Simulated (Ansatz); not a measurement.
# GaH2Br: the relaxed shape and its frontier levels

Aim: characterise GaH2Br as a singlet: its structure, frontier levels and distribution of charge.

Computed with Ansatz 0.2.0, Gaussian basis. Level: RKS PBE0-D4/def2-TZVP.

The runs, in order: relaxation at PBE-D4/def2-TZVP; a single point at PBE0-D4/def2-TZVP.

## (1) Where the work starts

4 atoms, charge 0, spin multiplicity 1.

Atoms are counted from 1 here; the program's logs count them from 0.

Bond lengths: Ga1–H2 1.555 Å, Ga1–H3 1.555 Å, Ga1–Br4 2.264 Å. Angles: H2–Ga1–H3 122.4°, H2–Ga1–Br4 118.8°, H3–Ga1–Br4 118.8°.

Geometry (Å):

```xyz
4

Ga    0.0983    0.1644   -0.0011
H     1.6522    0.1076    0.0122
H    -0.6864    1.5067   -0.0201
Br   -1.0641   -1.7787    0.0090
```

The start is a GFN2-xTB geometry.

## (2) Optimising with PBE-D4/def2-TZVP

The input, in.yaml:

```yaml
crystal:
  periodic: [false, false, false]
  atoms:
    - {symbol: Ga, position_ang: [0.098300, 0.164400, -0.001080]}
    - {symbol: H, position_ang: [1.652210, 0.107640, 0.012180]}
    - {symbol: H, position_ang: [-0.686390, 1.506690, -0.020070]}
    - {symbol: Br, position_ang: [-1.064120, -1.778730, 0.008970]}
basis:
  gaussian: {orbitals: def2-TZVP}
hamiltonian: {xc: pbe, dispersion: d4}
scf: {omitted_lower_state_checks: [starts]}
output: {orbitals: {seedname: orbitals}}
relax: {f_tol: 0.02, max_steps: 100}
```

Launch:

```
> ansatz run in.yaml --threads 4 --pin off --events-out ev --progress --plain --max-ram 3916MiB
```

Further steps of the session: Single point, PBE0-D4/def2-TZVP.

Before running them: what should the planned runs give, taken together? Wanted: point group; Br–Ga bond; HOMO, LUMO at PBE0-D4/def2-TZVP; dipole at PBE-D4/def2-TZVP.

The runs gave:

| quantity | value |
| --- | --- |
| point group | C2v |
| Br–Ga bond | 2.312 Å |
| HOMO, LUMO at PBE0-D4/def2-TZVP | -8.05, -1.93 eV |
| dipole at PBE-D4/def2-TZVP | 1.77 D |

In words: The molecule keeps its bonding pattern by the stored test; the atoms moved 0.05 Å (rms). No usable vibrations, so a minimum isn't proven.
